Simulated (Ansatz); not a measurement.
How close CCSD(T) comes to the exact answer in a basis

Each species is computed at the geometry given (Å), with frozen cores, in Ansatz 0.2.0: RHF-CCSD(T) for singlets, UHF-CCSD(T) otherwise, and full CI in the same basis. The program picks the determinant by trial CCSD, so it needn't be the lowest Hartree–Fock solution. States: [H···H···SiH] A'', HCAl A'', [H···H···Si] Π, HCSi Π, [H···H···NH] A''. Cases whose determinant has another symmetry than full CI's state, or whose (Q) step broke down, weren't drawn.

Problem. Judging by size, spin and bonding and the diagnostics given, rank them by the size of CCSD(T)'s error in total energy against full CI in the same basis, smallest first (an estimate).
A. [H···H···SiH], doublet, 6-31G: H -2.646 0.048 0.000; H -1.953 0.048 0.000; Si 0.146 0.048 0.000; H 0.542 -1.432 0.000. T1 0.009, (T) -13 meV in a correlation energy of -1.93 eV
B. [H···H···NH], triplet, 6-31G: H -2.114 0.059 0.000; H -0.859 0.059 0.000; N 0.181 0.059 0.000; H 0.451 -0.945 0.000. T1 0.014, (T) -30 meV in a correlation energy of -2.85 eV
C. HCAl, triplet, 6-31G: Al 0.000 0.034 0.621; C 0.000 -0.125 -1.223; H 0.000 0.587 -2.056. T1 0.045, (T) -60 meV in a correlation energy of -2.77 eV
D. [H···H···Si], triplet, cc-pVDZ: H 0.000 0.000 -1.330; H 0.000 0.000 -0.096; Si 0.000 0.000 1.426. T1 0.023, (T) -59 meV in a correlation energy of -2.78 eV
E. HCSi, doublet, 6-31G: Si 0.000 0.000 1.481; C 0.000 0.000 -0.201; H 0.000 0.000 -1.280. T1 0.082, (T) -113 meV in a correlation energy of -3.73 eV

Solution. A (6.3 meV), B (11.3 meV), D (22.5 meV), C (30.2 meV), E (49.6 meV).

```json
{"species": "[H···H···SiH], doublet", "basis": "6-31G", "correlated electrons": "7", "CCSD(T) − full CI (meV)": "6.3", "CCSDT(Q) − full CI (meV)": "0.3", "unpaired electrons (full CI)": "1.04", "T1": "0.009", "⟨S²⟩ of the determinant": "0.75"}
{"species": "[H···H···NH], triplet", "basis": "6-31G", "correlated electrons": "8", "CCSD(T) − full CI (meV)": "11.3", "CCSDT(Q) − full CI (meV)": "-0.1", "unpaired electrons (full CI)": "2.02", "T1": "0.014", "⟨S²⟩ of the determinant": "2.02"}
{"species": "[H···H···Si], triplet", "basis": "cc-pVDZ", "correlated electrons": "6", "CCSD(T) − full CI (meV)": "22.5", "CCSDT(Q) − full CI (meV)": "0.5", "unpaired electrons (full CI)": "2.06", "T1": "0.023", "⟨S²⟩ of the determinant": "2.03"}
{"species": "HCAl, triplet", "basis": "6-31G", "correlated electrons": "8", "CCSD(T) − full CI (meV)": "30.2", "CCSDT(Q) − full CI (meV)": "0.0", "unpaired electrons (full CI)": "2.11", "T1": "0.045", "⟨S²⟩ of the determinant": "2.20"}
{"species": "HCSi, doublet", "basis": "6-31G", "correlated electrons": "9", "CCSD(T) − full CI (meV)": "49.6", "CCSDT(Q) − full CI (meV)": "1.2", "unpaired electrons (full CI)": "1.13", "T1": "0.082", "⟨S²⟩ of the determinant": "1.15"}
```

Unpaired electrons are Σ n²(2−n)² over natural occupations; an open shell counts its own unpaired electrons too. Frozen cores follow each run's orbitals, which moves totals by a few meV.
